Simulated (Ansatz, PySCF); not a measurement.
Species: phosphine, PH3 (charge 0, singlet). 
Structure (B3LYP-D3(BJ)/def2-TZVP (Ansatz, a quantum-chemistry and plane-wave program) minimum search):
SMILES: P
```xyz
4

P      0.0029     0.0016     0.1282
H     -0.0038     1.1839    -0.6561
H      1.0120    -0.6137    -0.6568
H     -1.0521    -0.5944    -0.6098
```


Property: enthalpy of formation at 298 K (from the atomisation energy, B3LYP-D3(BJ)/def2-TZVP harmonic zero-point and thermal terms from PySCF, and the atoms' enthalpies of formation in the G2/97 table; no spin-orbit terms, and no core term in the frozen-core levels), in kcal/mol. Correlated levels leave the core frozen unless marked. Open shells are spin-unrestricted. Spin-orbit coupling is left out. Non-relativistic. The coupled-cluster limit lacks core correlation, which all-electron functionals hold. CBS marks a two-point X^-3 extrapolation of the correlation energy; Hartree-Fock from the larger set.

| level | program | enthalpy of formation at 298 K (kcal/mol) |
|---|---|---|
| BP86-D3(BJ)/def2-TZVPD | PySCF + dftd3 | -7.3 |

Problem. Estimate the value at CCSD(T)/CBS(aug-cc-pV(T+d)Z,aug-cc-pV(Q+d)Z) as computed with Ansatz.

Solution. 1.2 kcal/mol, so BP86-D3(BJ)/def2-TZVPD differs from it by -8.5 kcal/mol.
